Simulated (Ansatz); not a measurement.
This Ansatz (an electronic-structure program) input (PBE0/cc-pVQZ) gives -437.28517 Eh with 275 basis functions. A basis named .json is the Basis Set Exchange file of that set (core-valence sets with the plain set on hydrogen).

Ansatz 0.2 input:
```yaml
crystal:
  periodic: [false, false, false]
  atoms:
    - {symbol: C, position_ang: [0.00000000, 0.00000000, 0.00000000]}
    - {symbol: F, position_ang: [0.76292155, 0.76566412, 0.76815773]}
    - {symbol: F, position_ang: [-0.78426309, -0.74930884, 0.76277441]}
    - {symbol: F, position_ang: [-0.74667016, 0.76533291, -0.78428715]}
    - {symbol: F, position_ang: [0.76801170, -0.78168819, -0.74664498]}
basis:
  gaussian:
    orbitals: cc-pVQZ
hamiltonian:
  xc: {name: PBE0}
magnetization: {spin_polarized: false}
```

Change:
```diff
- orbitals: cc-pVQZ
+ orbitals: def2-QZVPP.json
```

### Question
What does the run give now?

### Answer
-437.29474 Eh (PBE0/def2-QZVPP, 285 functions), a change of -9.57 mEh.
